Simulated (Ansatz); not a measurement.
C3H7N can be A, `C=CNC`, or B, `NC1CC1`.

Gas-phase electronic energies from Ansatz, PBE0-D4/def2-TZVP geometries. CBS: MP2 limit from def2 TZ/QZ plus the TZ coupled-cluster correction, frozen cores. DFT in def2-TZVPP. Each species was taken in one conformer, which may not be the lowest.

**Question.** Which is lower in electronic energy at CCSD(T)/CBS, and by how much? (An estimate is asked.)

**Answer.** The calculation gave: A, by 10.1 kJ/mol.

**Question.** Give E(B) − E(A) in kJ/mol with r2SCAN-D4, MP2/def2-TZVPP, PBE-D4, CCSD(T)/def2-TZVPP, B2PLYP, BLYP-D4, ωB97M-V. (An estimate is asked.)

**Answer.** Ansatz gave: r2SCAN-D4 12.3, MP2/def2-TZVPP -0.7, PBE-D4 12.8, CCSD(T)/def2-TZVPP 9.1, B2PLYP 18.9, BLYP-D4 36.4, ωB97M-V 6.1. The order is the other way round with MP2/def2-TZVPP.

**Question.** Does the order hold for the free energy at 298.15 K (harmonic terms from PBE0-D4)? (Estimate.)

**Answer.** The calculation gave: Yes: G(B) − G(A) = +17.4 kJ/mol, for one conformer each.

Largest T1 diagnostic: 0.011.

In def2-TZVPP, CCSD(T) changes the Hartree–Fock value by −13.7 kJ/mol (the triples alone add +1.8 kJ/mol) and MP2 by −23.5 kJ/mol. From BLYP to BHLYP (50 % exact exchange), in def2-TZVPP and without D4, E(B) − E(A) moves by −19.0 kJ/mol.
